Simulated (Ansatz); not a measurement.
Cartesian coordinates in Å:
```
C -1.362 0.272 -0.733
C 0.045 0.026 -0.270
N 0.861 -0.619 -1.268
C 0.720 1.113 0.582
C 0.320 -0.167 1.166
N 0.377 -0.862 2.210
H -1.949 0.775 0.037
H -1.354 0.886 -1.637
H -1.863 -0.673 -0.967
H 1.815 -0.720 -0.943
H 0.513 -1.552 -1.457
H 1.780 1.301 0.432
H 0.136 2.001 0.799
H -0.039 -1.782 2.048
```

Charge 0, multiplicity 1.

Task: List the r2SCAN/def2-TZVPP orbital energies in eV (Ansatz). (An estimate is asked.)

Result: The calculation gave: Occupied: -385.31, -385.07, -274.48, -274.39, -273.29, -273.09, -24.64, -23.30, -21.34, -18.82, -15.19, -14.09, -13.11, -12.85, -11.79, -10.76, -10.06, -9.68, -9.38, -8.07, -7.79, -6.95, -5.19. Lowest empty: -1.16, 0.62, 1.85, 2.20, 2.32, 2.63, 3.09, 3.26.
